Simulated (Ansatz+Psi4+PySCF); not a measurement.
Values are calculated unless marked as measured or tabulated.
Input for Ansatz (development build ahead of 0.2.0):

```yaml
crystal:
  periodic: [false, false, false]
  atoms:
    - { symbol: H, position_ang: [-0.00741, 0.00418, -0.85504] }
    - { symbol: O, position_ang: [0.00611, -0.00713, 0.32559] }
    - { symbol: H, position_ang: [-0.00727, 0.00459, -1.7668] }
basis:
  gaussian: { orbitals: cc-pVTZ }
magnetization:
  spin_polarized: true
  initial_magnetization: 2
hamiltonian:
  xc: hf
correlation:
  method: mp2
  frozen_orbitals: { H: 0, O: 1 }
```

The input is written out in the form of the current development build from the run's settings.

The run gave:

```
Converged                                                          : yes
Reference energy                                                   : -75.89180 hartree
Correlation energy                                                 : -0.20039 hartree
Total energy                                                       : -76.09219 hartree
Spin squared of the determinant                                    : 2.055
Stability test                                                     : minimum
Occupied orbitals by symmetry in an Abelian subgroup (alpha; beta) : 5 A' 1 A''; 4 A'
```
